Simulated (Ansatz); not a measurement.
System: CHO, charge 1, multiplicity 1. 
Coordinates optimised at B3LYP-D3(BJ)/def2-TZVP (Ansatz, a program for electronic structure):
```
C
O 1 1.1014
H 1 1.0964 2 180.00
```
Charge +1, spin multiplicity 1.

Basis-set convergence of Hartree-Fock and CCSD correlation energies (hartree) with Ansatz. Correlated levels leave the core frozen unless marked. No spin-orbit coupling. No relativistic terms.

```json
[
 {"basis": "cc-pVDZ", "functions": "33", "E(HF)": "-112.97880", "E(corr, CCSD)": "-0.30331"},
 {"basis": "cc-pVTZ", "functions": "74", "E(HF)": "-113.01112", "E(corr, CCSD)": "-0.36392"},
 {"basis": "cc-pVQZ", "functions": "140", "E(HF)": "-113.01959", "E(corr, CCSD)": "-0.38534"},
 {"basis": "cc-pV5Z", "functions": "237", "E(HF)": "-113.02142", "E(corr, CCSD)": "-0.39276"}
]
```

Extrapolating the two largest sets (X = 4 and 5) as X^-3: E(corr) = (125·(-0.39276) - 64·(-0.38534))/61 = -0.4005 Eh, an estimate of the basis-set limit. The largest set recovers 98.1 % of it, the smallest 75.7 %.
